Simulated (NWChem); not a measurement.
Molecule: chloroform (CHCl$_{3}$); SMILES ClC(Cl)Cl

All runs: NWChem. Pople sets run with spherical d functions. All runs use the structure optimised with PBE0/def2-SVP. Level TPSS/6-31G*: single points from the atomic guess with DIIS by default; each run changes one setting, and all converged runs end within 0.3 mHa of each other.

### Question
Which setting needs the most SCF iterations, or fails (occupation smearing of 0.005 Ha; defaults; DIIS on 3 Fock matrices; no DIIS, 40 % damping; no level shifting)?

### Answer
no DIIS, 40 % damping, with 73 against 7 for the defaults.
| setting | SCF iterations |
|---|---|
| defaults | 7 |
| no DIIS, 40 % damping | 73 |
| DIIS on 3 Fock matrices | 8 |
| occupation smearing of 0.005 Ha | 7 |
| no level shifting | 7 |
